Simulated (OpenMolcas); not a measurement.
## Si2H5Cl (SMILES [SiH3][SiH2]Cl): the energy, rung by rung

Si2H5Cl has 8 atoms, charge 0, and is taken as a singlet. SMILES: `[SiH3][SiH2]Cl`. Geometry: relaxed at PBE0-D4/def2-TZVP.

| atom | x (Å) | y (Å) | z (Å) |
| --- | --- | --- | --- |
| Si | -0.7065 | 0.8818 | -0.3903 |
| Si | 0.5734 | -0.9388 | 0.3259 |
| Cl | 2.4316 | -0.2529 | 0.9080 |
| H | -2.0530 | 0.4101 | -0.8130 |
| H | -0.0343 | 1.5407 | -1.5400 |
| H | -0.8545 | 1.8557 | 0.7221 |
| H | -0.0418 | -1.6228 | 1.4914 |
| H | 0.7772 | -1.9309 | -0.7599 |

Quantity: the energy change with the Si2–H7 bond stretched from 1.485 to 1.708 Å, in eV. The values are calculated.

```tsv
level	kind	program	value (eV)	CPU time (all runs)
HF/cc-pVDZ (unrestricted)	Hartree–Fock	OpenMolcas	0.36	22 s
BLYP/cc-pVDZ (restricted)	GGA	OpenMolcas	0.25	87 s
revPBE/cc-pVDZ (restricted)	GGA	OpenMolcas	0.24	97 s
M06-L/cc-pVDZ (restricted)	meta-GGA	OpenMolcas	0.32	1.9 min
TPSS/cc-pVDZ (restricted)	meta-GGA	OpenMolcas	0.29	1.8 min
r2SCAN/cc-pVDZ (restricted)	meta-GGA	OpenMolcas	0.29	1.7 min
M06-2X/cc-pVDZ (restricted)	hybrid meta-GGA	OpenMolcas	0.32	2 min
B2PLYP/cc-pVDZ (restricted)	double hybrid	OpenMolcas	0.32	74 s
```

The first shape isn't each level's own minimum. The values span 0.24 to 0.36 eV. Times are those of the runs behind each value, whatever else they computed, on shared processors of several kinds: orders of magnitude only.
